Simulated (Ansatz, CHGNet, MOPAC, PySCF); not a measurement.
# Ladder of methods for the equilibrium lattice constant a of zinc-blende BP

Reference value: 4.525 Å (measured, static lattice: zero-point anharmonic expansion removed; as tabulated in Mejia-Rodriguez and Trickey (2018), arXiv:1807.09216).

| level (code) | value (Å) | error (%) |
|---|---|---|
| MNDO semi-empirical Hartree-Fock (MOPAC) | 4.338 | -4.13 |
| CHGNet 0.3.0 | 4.541 | +0.35 |
| LDA (Ansatz) | 4.490 | -0.77 |
| PBE (Ansatz) | 4.548 | +0.51 |
| PBE-D4 (Ansatz) | 4.504 | -0.46 |
| PBE0 (Ansatz) | 4.523 | -0.04 |
| Hartree–Fock (Ansatz) | 4.584 | +1.30 |
| MP2 (PySCF) | 4.487 ± 0.02 | -0.84 |
| CCSD (PySCF) | 4.509 ± 0.02 | -0.35 |

Closest of the ranked levels: PBE0 (-0.04 %). Farthest off among them: MNDO semi-empirical Hartree-Fock (MOPAC) (-4.13 %). Within 2 %: CHGNet 0.3.0, LDA, PBE, PBE-D4, PBE0, Hartree–Fock, MP2, CCSD.

A ± on a computed value is a rough bar: the spread of its extrapolation, a floor set from checks against published values, or a statistical error. MNDO semi-empirical Hartree-Fock (MOPAC): the method was fitted mainly to molecules. MNDO semi-empirical Hartree-Fock (MOPAC): the run uses a supercell at the zone centre in place of a k mesh. Cutoffs and k meshes differ between the levels. Ansatz's density-functional and Hartree–Fock values are scalar-relativistic unless marked +SOC, with PAW data made under PBE.

Machine-learned potentials (CHGNet 0.3.0) are trained on DFT data: a solid inside that data is no test of them.

Differences are worked out from the printed values.

Ansatz is a first-principles code.
